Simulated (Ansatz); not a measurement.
## HOS, doublet in cc-pVDZ: errors against RCCSDTQ

Geometry: a PBE0/def2-TZVP stationary point for this spin, not checked as a minimum.

```yaml
atoms:
  - { symbol: O, position_ang: [0.0000, -0.1031, 1.0504] }
  - { symbol: S, position_ang: [0.0000, 0.0268, -0.5692] }
  - { symbol: H, position_ang: [0.0000, 0.7833, 1.4331] }
```

Basis cc-pVDZ; Ansatz 0.2.0. Only valence electrons are correlated (noble-gas cores frozen), which leaves 13 electrons in 31 orbitals. R marks a restricted (for open shells ROHF) determinant, U an unrestricted one. Active spaces: valence = (13e, 9o) chosen from the atoms' valence shells.

Full CI isn't at hand for all of this; RCCSDTQ serves as the reference, and is uncertain by about the last step of the cluster series. The frozen core follows each run's orbitals, which can shift R against U totals by a few meV.

For open shells CISD is restricted-active-space CI with the open shells as a complete middle space.

* UHF ⟨S²⟩: 0.761
* T1 diagnostic (RCCSD): 0.0242
* largest doubles amplitude (RCCSD): 0.039
* T1 diagnostic (UCCSD): 0.0214

| level | E − E(RCCSDTQ) (kJ/mol) | share of correlation (%) | wall time |
| --- | --- | --- | --- |
| RHF | 874.8 | 0.00 | – |
| UHF | 862.4 | 1.42 | – |
| RMP2 | 76.5 | 91.26 | – |
| UMP2 | 78.8 | 90.99 | – |
| CISD | 90.8 | 89.63 | 2.1 s |
| RCCSD | 24.5 | 97.20 | – |
| UCCSD | 24.2 | 97.24 | – |
| RCCSD(T) | 3.8 | 99.57 | 2.3 s |
| UCCSD(T) | 3.8 | 99.57 | 2.1 s |
| BCCD(T) | 3.7 | 99.58 | 1.7 s |
| RCCSDT | 2.3 | 99.74 | – |
| UCCSDT | 2.3 | 99.74 | – |
| RCCSDT(Q) | -0.1 | 100.01 | 17 s |
| UCCSDT(Q) | -0.3 | 100.03 | 14 s |
| CASSCF (valence space) | 695.4 | 20.51 | – |
| NEVPT2 (valence space) | 129.9 | 85.15 | 1.9 s |
| MRCISD (valence space) | 55.9 | 93.61 | – |
| MRCISD+Q (valence space) | 5.1 | 99.42 | 3.5 s |

The correlation energy at RCCSDTQ, counted from RHF, is -9.067 eV. That run took 97 s on 2 threads of AMD EPYC 7R13 with a shared H100 80 GB, shared host.

Times hold each run's SCF and search for its determinant on a shared host, so for small cases they say little of a method's own cost; they ran on 1 thread of AMD EPYC 7R13.

Natural occupations of CASSCF (valence space) about the gap: 1.998 1.987 1.977 1.965 1.012 0.038 0.024; effectively unpaired electrons, Σ n²(2−n)², 1.02.

Atomization energy (electronic, same basis, no zero-point term; atoms at the same level, unrestricted beside the R rows where the molecule is a closed shell, with restricted open-shell steps beyond CCSDT(Q)) at RCCSDTQ: 649.3 kJ/mol. Errors of other levels:

```json
{"level": "RHF", "error (kJ/mol)": "-269.3"}
{"level": "UHF", "error (kJ/mol)": "-279.5"}
{"level": "RMP2", "error (kJ/mol)": "16.7"}
{"level": "UMP2", "error (kJ/mol)": "16.4"}
{"level": "CISD", "error (kJ/mol)": "-72.9"}
{"level": "RCCSD", "error (kJ/mol)": "-17.7"}
{"level": "UCCSD", "error (kJ/mol)": "-17.9"}
{"level": "RCCSD(T)", "error (kJ/mol)": "-2.2"}
{"level": "UCCSD(T)", "error (kJ/mol)": "-2.5"}
{"level": "BCCD(T)", "error (kJ/mol)": "-2.1"}
{"level": "RCCSDT", "error (kJ/mol)": "-1.8"}
{"level": "UCCSDT", "error (kJ/mol)": "-1.9"}
{"level": "RCCSDT(Q)", "error (kJ/mol)": "0.2"}
{"level": "UCCSDT(Q)", "error (kJ/mol)": "0.2"}
{"level": "CASSCF (valence space)", "error (kJ/mol)": "-89.8"}
{"level": "NEVPT2 (valence space)", "error (kJ/mol)": "1.4"}
{"level": "MRCISD (valence space)", "error (kJ/mol)": "-37.0"}
{"level": "MRCISD+Q (valence space)", "error (kJ/mol)": "-10.0"}
```

This basis is far from its limit, so the value isn't to be set against a measured one. Truncated CI isn't size-consistent, which counts against it in atomization.
